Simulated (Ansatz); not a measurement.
bcc Na: LDA at its full settings (plane-wave cutoff 520 eV, 18×18×18 k mesh, Fermi–Dirac smearing 0.05 eV, scalar-relativistic PAW data made under PBE) and at cheaper ones, in a cell of 1 atom with Γ-centred meshes.

```csv
level and setting,equilibrium lattice constant a (Å),bulk modulus B0 (GPa)
LDA (Ansatz),4.053,9.1
LDA (Γ point alone) (Ansatz),3.670,29.7
LDA (2×2×2 k mesh) (Ansatz),4.405,5.7
LDA (4×4×4 k mesh) (Ansatz),4.109,8.3
```

Largest shifts from the full settings: lattice constant a -9.45 % (LDA (Γ point alone)), against a difference of -3.82 % of the full result from the reference 4.214 Å (measured, static lattice: zero-point anharmonic expansion removed, sources range from 4.207 to 4.214; as tabulated in Mejia-Rodriguez and Trickey (2018), arXiv:1807.09216); bulk modulus +226 % (LDA (Γ point alone)), against a difference of +15.2 % of the full result from the reference 7.9 GPa (measured, 0 K value with the zero-point phonon effect removed, sources range from 7.6 to 7.9; as tabulated in Mejia-Rodriguez and Trickey (2018), arXiv:1807.09216).

Ansatz's density-functional and Hartree–Fock values are scalar-relativistic unless marked +SOC, with PAW data made under PBE.

Run with cheap settings on purpose, which may leave them unconverged: LDA (2×2×2 k mesh), LDA (4×4×4 k mesh), LDA (Γ point alone).

Ansatz is a quantum-chemistry and plane-wave program.
